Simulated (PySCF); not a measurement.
# C3H7NO (Propanamide): the cost of one run

Programs: PySCF 2.14.0, with density-fitted response routines of our own. Each step states its level of theory. These are calculated values for one molecule, in the gas phase or a continuum, unless marked as measured. Atoms are numbered from 0 throughout.

### Step 1. Starting geometry

12 atoms, charge 0, multiplicity 1; geometry from: GFN2-xTB. The atoms were then displaced at random by about 0.01 Å, so the start is not that level's minimum.

Bonds of the start (Å): C0–C1 1.49, C1–C2 1.51, C2–N3 1.41, C2–O4 1.20, C0–H5 1.12, C0–H6 1.09, C0–H7 1.07, C1–H8 1.07, C1–H9 1.10, N3–H10 0.99, N3–H11 0.99.

### Step 2. Optimising the geometry at PBE0-D3(BJ)/def2-TZVP

Job settings and geometry (Å):

```
{"job": {"xc": "PBE0", "basis": "def2-TZVP", "d3": "d3bj", "grid": 2, "shake": 0.01, "kind": "geom"}, "charge": 0, "multiplicity": 1}
C     -1.667050    -0.153330    -0.163480
C     -0.229450    -0.551210    -0.173630
C      0.675240     0.618170     0.145870
N      2.044870     0.289420     0.149430
O      0.316980     1.736130     0.384430
H     -1.857710     0.658140    -0.906950
H     -1.951040     0.265220     0.807360
H     -2.312670    -0.969930    -0.403910
H      0.054260    -0.933890    -1.132800
H     -0.054160    -1.335860     0.577260
H      2.320520    -0.648160    -0.030280
H      2.699900     0.997030     0.370060
```

Started as:

```console
$ OMP_NUM_THREADS=2 python probes_run.py task.json out
```

The driver reads the jobs from task.json and runs them one after another.

**Question.** How long does this first job take on 2 threads of Intel Xeon at 2.50GHz, shared host, and how much memory does it need?

About 5.1 min, with a peak of 0.96 GiB.
